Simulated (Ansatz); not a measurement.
Energy needed to pull apart BH3, closed shell, into free ground-state atoms, from the structure below (displaced at random from a GFN2-xTB minimum); no zero-point or spin–orbit terms; open-shell atoms are treated unrestricted, in their ground-state multiplicity.

```xyz
4
angstrom
B -0.0683 -0.1273 -0.0203
H 0.9706 0.5664 0.5668
H -0.0959 -1.3012 0.3223
H -0.5065 0.6872 -0.6723
```

Ansatz 0.2.0; basis: def2-TZVPP; cores frozen in the correlated methods.

```
   method  atomization energy (kcal/mol)
    SPW92                          289.6
   PBE-D4                          264.2
  BLYP-D4                          266.6
r2SCAN-D4                          266.6
  PBE0-D4                          263.7
  wB97M-V                              ?
       HF                          213.6
      MP2                          258.2
     CCSD                              ?
  CCSD(T)                          260.4
```

Question: What does wB97M-V give? (Judge from chemistry; the value comes from the calculation.)

Answer: The calculation gives: 267.3 kcal/mol, which is about 6.9 kcal/mol more than CCSD(T)/def2-TZVPP.

Question: What does CCSD give? (To be estimated.)

Answer: Computed: 259.4 kcal/mol, which is about 0.9 kcal/mol less than CCSD(T)/def2-TZVPP.

In triple zeta the MP2 and coupled-cluster atomization energies are still short of their basis limit by a few kcal/mol a bond, whereas those of the functionals are nearly converged, so these differences are not deviations from converged CCSD(T).

T1 diagnostic: at most 0.009.

For scale, one of the runs: CCSD(T)/def2-TZVPP forces, 73 basis functions (an equivalent command: `ansatz run in.yaml --threads 4`). Hardware: 4 CPU threads, shared host. Wall time about 0.85 s.
